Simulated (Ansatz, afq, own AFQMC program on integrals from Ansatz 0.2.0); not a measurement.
Integrals from Ansatz 0.2.0, then the random walk in our own AFQMC program (afq).

```yaml
crystal:
  periodic: [false, false, false]
  atoms:
    - {symbol: B, position_ang: [0.000000, 0.050359, 0.739783]}
    - {symbol: C, position_ang: [0.000000, -0.101482, -0.748988]}
    - {symbol: H, position_ang: [0.000000, 1.148901, 1.227395]}
    - {symbol: H, position_ang: [0.000000, -0.908685, 1.455152]}
    - {symbol: H, position_ang: [0.000000, 0.428910, -1.692336]}
basis:
  gaussian: {orbitals: cc-pVDZ}
magnetization: {spin_polarized: true, initial_magnetization: 2}
correlation: {method: ccsd_t, electrons: outside_noble_gas, hamiltonian_folder: ham}
```

```sh
$ ansatz run in.yaml --threads 1 --pin off --events-out ev --progress --plain --max-ram 1382MiB
```

afq runs on the folder ham with

```
--method free --trial cisd --walkers 60 --time-step 0.03 --max-blocks 80 --target-error 0.00038 --factor-cut 1e-05 --seed 6724 --times 0,0.21,0.42,0.81,1.2,1.8,2.4,3 --taylor-order 8
```

Times are imaginary, in 1/Eh. The walk had a cap of 1573 s.

```
orbitals 41  electrons 6 4  factors 322 of 394
reference energy -64.19744440 Eh
CCSD correlation -0.20311167 Eh in 10 cycles, weight of the determinant in the CISD state 0.9060
repeat  energy at the last time / Eh  error
    10  -64.406095  0.000591
    20  -64.406048  0.000409
    30  -64.406371  0.000405
    40  -64.406554  0.000391
    50  -64.406258  0.000351
time / (1/Eh)  energy / Eh  error  mean overlap
  0.00  -64.400510  0.000115  1.1036
  0.21  -64.403102  0.000149  1.1052
  0.42  -64.404337  0.000160  1.1080
  0.81  -64.405630  0.000206  1.0918
  1.20  -64.405573  0.000210  1.1053
  1.80  -64.405879  0.000258  1.1105
  2.40  -64.406232  0.000352  1.0930
  3.00  -64.406277  0.000346  1.0825
energy -64.406277 +/- 0.000346 Eh
```

**Question.** Estimate how long the walk took on 1 thread of Intel(R) Xeon(R) 6975P-C (Granite Rapids), with other jobs on the host.

**Answer.** 2.6 min of wall time.

The run passed its tests (error under three times the target), which doesn't prove that it has relaxed.

Against this walk (error 9.4 meV) on the same determinant: CCSD(T) 34.4 meV higher, CCSDT(Q) 4.6 meV higher (within the noise). The error is statistical, and a free projection of finite length keeps a remainder of its start.

Cautions: remainder of the start not in the error; lower spins were not checked.

CCSDT and higher add their correlation energy to the determinant of the CCSD(T) run, since their own runs factorise the integrals more tightly (a shift of under 2 meV). A walk keeps the symmetry of its determinant, which the program's search chose and which needn't be the lowest solution, so a lower state of the same spin and another symmetry isn't excluded.
